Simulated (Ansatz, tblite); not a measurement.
Cost and result up the ladder for (H2Al-mu-H)2 (Al₂H₆) (8 atoms). Total charge 0; singlet. Geometry: PBE0-D4/def2-TZVP.

Cartesian coordinates in Å:
```
Al 1.2675 0.2701 -0.0911
H 1.7929 0.5774 -1.5463
H 2.0835 0.2511 1.2587
H 0.2294 -1.1256 -0.1484
Al -1.2673 -0.2708 0.0923
H -2.0672 -0.2463 -1.2669
H -1.8107 -0.5798 1.5406
H -0.2282 1.1240 0.1611
```

Ansatz on 4 threads of Arm Neoverse V1 on a shared host; xTB runs through tblite on one thread. Times are rough, summed over both states, and most runs start from the orbitals of an earlier one. PBE0-D4/def2-TZVP serves as the yardstick here, not as an exact answer. The other state is a doublet.

The xTB rows come from tblite. Correlated methods freeze 10 core orbitals. In CCSD on the charge 1 doublet the largest single amplitude is 0.28, so its Hartree–Fock determinant may place the open shell otherwise than the density functionals do.

Run but left out: HF/def2-TZVPP, MP2/def2-TZVPP (charge +1 doublet: a determinant that CCSD turns far, T1 0.064).

Correlated methods converge slowly with the basis.

Raw xTB energies of ions are shifted by several eV.

```csv
level,functions,wall time,vertical IE (eV),difference from PBE0-D4/def2-TZVP (eV),remarks
GFN2-xTB,24,0.005 s,14.09,3.45,–
GFN1-xTB,30,0.008 s,14.89,4.26,–
PBE-D4/def2-TZVP,110,1.8 s,10.15,-0.48,–
PBE0-D4/def2-TZVP (with forces),110,2.9 s,10.63,0.00,–
r2SCAN-D4/def2-TZVP,110,4.4 s,10.34,-0.29,–
CCSD(T)/def2-TZVPP,168,33 s,11.34,0.71,"large T1 (0.064) (+1 doublet), spin-contaminated (⟨S²⟩ 0.85) (+1 doublet)"
```
